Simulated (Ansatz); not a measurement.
Two isomers of C3H6O2: A = `CCOC=O`, B = `C=C(O)CO`.

Program: Ansatz. Geometries: PBE0-D4/def2-TZVP. ΔE: electronic, gas phase. CBS: MP2 limit from def2 TZ/QZ plus the TZ coupled-cluster correction, frozen cores. DFT in def2-TZVPP. B3LYP here is the variant with VWN-RPA as its local correlation; programs differ in this. One conformer a species, not always the lowest.

Question: Which is lower in electronic energy at CCSD(T)/CBS, and by how much? (Best estimate.)

Answer: Ansatz gave: A, by 17.7 kcal/mol.

Question: Give E(B) − E(A) in kcal/mol with PBE-D4, B2PLYP, CCSD/def2-TZVPP, PBE0-D4, MP2/def2-TZVPP, B3LYP, CCSD(T)/def2-TZVPP. (Best estimate.)

Answer: Ansatz gave: PBE-D4 19.4, B2PLYP 20.5, CCSD/def2-TZVPP 19.0, PBE0-D4 18.7, MP2/def2-TZVPP 19.5, B3LYP 20.0, CCSD(T)/def2-TZVPP 19.1. None reverses the order clearly.

Largest T1 diagnostic: 0.014.

In def2-TZVPP, CCSD(T) changes the Hartree–Fock value by −3.4 kcal/mol (the triples alone add +0.1 kcal/mol) and MP2 by −3.0 kcal/mol.
